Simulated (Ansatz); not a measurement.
Pulling the pair apart

The pair of NH₃ (SMILES N, atoms 1–4) and C₂H₆ (SMILES CC, atoms 5–12), both closed shells, in one local arrangement (a lower one may exist), relaxed at PBE0-D4/def2-TZVP:

```
12
angstrom
N -0.0411 -0.1474 -2.3346
H -0.7913 0.2295 -2.9007
H 0.6065 -0.6059 -2.9635
H -0.4445 -0.8658 -1.7456
C 0.4867 0.8102 1.1270
C -0.3161 -0.4581 1.3588
H 0.6312 0.9871 0.0590
H -0.0202 1.6818 1.5488
H 1.4719 0.7462 1.5960
H -0.4726 -0.6518 2.4231
H 0.1921 -1.3314 0.9406
H -1.3024 -0.3945 0.8912
```

C₂H₆ is shifted rigidly along the line between the mean atom positions of the two fragments (negative: closer). Counterpoise interaction energies in kJ/mol. Computed with Ansatz 0.2.0 (basis: def2-TZVPPD); correlated methods freeze the cores. B3LYP uses VWN-RPA correlation.

```
shift (Å)    HF  B3LYP-D4  wB97M-V
    -0.36  10.3      -0.2     -0.6
    -0.18   5.0      -2.9     -3.1
     0.00   2.1      -3.8     -3.9
     0.18   0.6      -3.7     -3.9
     0.44  -0.3      -3.0     -3.3
     0.91  -0.5      -1.6     -2.0
     1.82  -0.3      -0.4     -0.8
     3.63  -0.1       0.1     -0.1
```

At the largest shift the D4 term itself is slightly repulsive (B3LYP-D4 +1.2 meV): a quirk of that model, not of the functional.

(1) What does CCSD(T) give at these shifts? (To be estimated.)

The T1 diagnostic stays at or below 0.009.

## Answers

(1) By the calculation: 0.2, -2.6, -3.6, -3.7, -3.2, -2.0, -0.7, -0.1 kJ/mol. For zero shift, CCSD(T) at an estimated basis limit (MP2 extrapolated from triple and quadruple zeta, plus CCSD(T) − MP2 in triple zeta) gives -4.2 kJ/mol. These are counterpoise interaction energies, counted from the two frozen fragments.

For scale, one of the runs: CCSD(T)/def2-TZVPPD, 264 basis functions, launched by `ansatz run in.yaml --threads 4 --pin off --events-out ev --progress --plain --max-ram 9574MiB`. Hardware: 4 CPU threads of an Arm Neoverse V1, shared host. Wall time 100 s; peak host memory 6.7 GiB.
